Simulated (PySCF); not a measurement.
**Löwdin shares of the frontier orbitals**

Species: ethylene sulfite, C2H4O3S.
Geometry (PBE0-D3(BJ)/def2-SVP, Å), atoms numbered from 1 in this order:
```xyz
10
C2H4O3S angstrom
O      2.472    0.462   -0.129
S      1.565   -0.368   -0.913
O      0.674   -1.279    0.166
C     -0.572   -0.685    0.502
C     -0.553    0.705   -0.121
O      0.220    0.537   -1.301
H     -1.380   -1.305    0.081
H     -0.675   -0.649    1.597
H     -0.077    1.447    0.541
H     -1.548    1.060   -0.418
```

Computed with TDDFT CAM-B3LYP/def2-SVPD, vertical, gas phase, core orbitals frozen in the response (PySCF).

Frontier orbitals with the atoms that hold most of them (Löwdin shares over 4%, at most four atoms; ? is withheld):

| orbital | ε (eV) | atoms |
| --- | --- | --- |
| LUMO+2 | 1.40 | S2 54%, O6 9%, O3 9%, O1 8% |
| LUMO+1 | 1.03 | S2 23%, C4 16%, C5 14%, H10 11% |
| LUMO | 0.36 | ? |
| HOMO | -9.86 | ? |
| HOMO-1 | -10.09 | O3 31%, O6 20%, O1 18%, C4 8% |
| HOMO-2 | -11.01 | O6 27%, O3 24%, O1 24%, S2 7% |
| HOMO-3 | -11.61 | O1 34%, O6 28%, O3 18%, S2 9% |

Question: Give the leading atoms of the HOMO.

Answer: O1 (bonded to S) 49%; S2 (bonded to 3 O) 27%; O3 (bonded to C and S) 8%; O6 (bonded to C and S) 8%. By element: oxygen 65%, sulfur 27%.

Question: Which atoms hold the LUMO, and with what shares?

Answer: S2 (bonded to 3 O) 53%; O1 (bonded to S) 17%; O3 (bonded to C and S) 11%; O6 (bonded to C and S) 11%. By element: sulfur 53%, oxygen 39%.

Question: How does S1 compare with the orbital gap of 10.22 eV?

Answer: S1 is at 6.03 eV (f = 0.018), 4.19 eV below the gap, made of HOMO→LUMO (94%). 

Question: Give energy, strength and leading configuration of S1, S2 and S3, and follow the Löwdin shares of the leading atoms from the occupied to the empty orbital.

Answer: 
- S1 (6.03 eV, f 0.018), HOMO→LUMO (94%): O1 49% → 17%, S2 27% → 53%
- S2 (6.73 eV, f 0.012), HOMO-1→LUMO (92%): O3 31% → 11%, O6 20% → 11%, S2 at most 9% → 53%, O1 18% → 17%
- S3 (7.37 eV, f 0.0028), HOMO-2→LUMO (89%): O6 27% → 11%, O3 24% → 11%, S2 7% → 53%, O1 24% → 17%

Löwdin shares depend on the basis, the more so with diffuse functions.

Time: 3.0 min of wall time; peak memory 0.78 GiB. Hardware: Intel Xeon Platinum 8259CL at 2.50 GHz, one thread, shared host with 96 logical CPUs at a one-minute load of 52.

One conformer stands for the species.
